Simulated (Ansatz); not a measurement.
# BFH: the cost of one run

Program: Ansatz 0.2.0, driven from Python. The levels of theory stand in the script. These are calculated values, not measurements.

**1. The structure**

Bond lengths: B1–F2 1.424 Å, B1–H3 1.134 Å. Angles: F2–B1–H3 126.7°.

No structure file is read: the coordinates are typed or built in the script.

**2. The script**

The input, bfh.py:

```python
"""A composite energy for BFH: DFT geometry, MP2 basis limit, coupled-cluster correction."""

import itertools

import ansatz as az
from ase.data import atomic_numbers, covalent_radii
import numpy as np

geometry = (
    az.Crystal.molecule()
    .atom("B", [-0.3354, 0.088, -0.1824])
    .atom("F", [0.6544, 0.888, 0.4574])
    .atom("H", [-0.33, -1.0408, -0.2882])
)

job = (
    geometry.calculation()
    .basis(gaussian="def2-SVP")
    .functional("b3lyp", dispersion="d4")
    .spin("collinear", total=1)
)
symbols = [site.symbol for site in geometry.cartesian_sites]
start = np.array([site.position_ang for site in geometry.cartesian_sites], dtype=float)
summary = job.relax(force_tolerance=0.01).run(threads=1, pin="off").report
end = np.array(summary["positions_ang"])
# pairs closer than 1.2 times the sum of covalent radii, before or after
radius = [covalent_radii[atomic_numbers[s]] for s in symbols]
span = lambda where, i, j: np.linalg.norm(where[i] - where[j])
bonded = [(i, j) for i, j in itertools.combinations(range(len(symbols)), 2) if min(span(start, i, j), span(end, i, j)) < 1.2 * (radius[i] + radius[j])]
print("pair        before    after (A)")
for i, j in bonded:
    print(f"{symbols[i]}{i}-{symbols[j]}{j}".ljust(10), f"{span(start, i, j):8.4f} {span(end, i, j):8.4f}")
for first, second in list(itertools.combinations(bonded, 2)):
    shared = set(first) & set(second)
    if shared and symbols[(j := shared.pop())] != "H":
        i, k = sorted((set(first) | set(second)) - {j})
        u, v = end[i] - end[j], end[k] - end[j]
        angle = np.degrees(np.arccos(np.clip(u @ v / np.linalg.norm(u) / np.linalg.norm(v), -1, 1)))
        print(f"final angle {symbols[i]}{i}-{symbols[j]}{j}-{symbols[k]}{k}: {angle:.2f} deg")

minimum = az.Crystal.molecule()
for symbol, place in zip(symbols, end):
    minimum = minimum.atom(symbol, place.tolist())
at_minimum = minimum.calculation().spin("collinear", total=1)
# MP2 extrapolated to the basis limit, plus the small-basis difference CCSD(T) - MP2
level = lambda method, basis: at_minimum.basis(gaussian=basis).correlation(method).run(threads=1, pin="off").report
small, large, cluster = level("mp2", "cc-pVDZ"), level("mp2", "cc-pVTZ"), level("ccsd_t", "cc-pVDZ")
corr = lambda each: (each["free_energy_ev"] - each["reference_energy_ev"]) / 27.211386246
mp2_limit = (27 * corr(large) - 8 * corr(small)) / 19
pieces = {"HF / cc-pVTZ": large["reference_energy_ev"] / 27.211386246, "MP2 correlation, DZ-TZ limit": mp2_limit, "CCSD(T) - MP2 / cc-pVDZ": corr(cluster) - corr(small)}
for name, value in pieces.items():
    print(f"{name:32s} {value:14.6f} Ha")
print(f"{'sum':32s} {sum(pieces.values()):14.6f} Ha")
print("T1 diagnostic", round(cluster["correlation"]["coupled_cluster"]["t1_diagnostic"], 4))
```

**3. The run**

Started as:

```console
python bfh.py
```

**Question.** How long does this script take on 1 thread of Arm Neoverse V1, shared host, and how much memory does it need?

About 5.7 s, with a peak of 0.18 GiB.
